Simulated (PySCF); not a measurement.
Molecule: 1-buten-3-yne (C#CC=C, C4H4).

Cartesian coordinates in Å; atom numbers follow the order of the lines, from 1:
```xyz
8

C     0.812    0.396    1.915
C     0.151    0.223    0.928
C    -0.641    0.023   -0.223
C    -0.142   -0.353   -1.394
H     1.391    0.548    2.777
H    -1.702    0.200   -0.091
H     0.912   -0.530   -1.527
H    -0.772   -0.497   -2.255
```

Frames of a GFN2-xTB Langevin trajectory at 200 K; GIAO PBE0/pcSseg-1 shieldings in PySCF 2.14.0 with density-fitted response routines, gas phase, non-relativistic; equivalent atoms averaged within each frame.

Chemical shifts δ = σref − σ; TMS for 13C (σref 186.93), 1H (σref 31.72), all at this level. The references are static minima.

Task: How do the shifts (ppm) fluctuate along the trajectory?

Result: 
| time (fs) | C4 | C3 | C1 | C2 | H7 | H6 | H8 | H5 |
| --- | --- | --- | --- | --- | --- | --- | --- | --- |
| 250 | 141.9 | 123.8 | 96.2 | 90.1 | 6.97 | 6.47 | 6.26 | 4.23 |
| 425 | 136.6 | 121.6 | 88.0 | 87.6 | 6.10 | 5.46 | 5.91 | 3.02 |
| 625 | 137.4 | 124.3 | 94.1 | 88.9 | 6.20 | 6.63 | 5.43 | 3.16 |
| 800 | 139.1 | 128.6 | 93.6 | 89.7 | 6.39 | 6.40 | 6.30 | 2.69 |
| 1000 | 134.5 | 123.3 | 87.4 | 89.3 | 6.08 | 6.92 | 5.64 | 2.72 |
| mean of frames | 137.9 | 124.3 | 91.9 | 89.1 | 6.35 | 6.38 | 5.91 | 3.16 |
| standard deviation | 2.8 | 2.6 | 3.9 | 1.0 | 0.37 | 0.55 | 0.38 | 0.63 |

5 frames give an uncertainty of the mean of about the standard deviation over 2.2 at best, since frames this close in time may not be independent; classical motion lacks zero-point vibration, and the reference would need the same averaging.
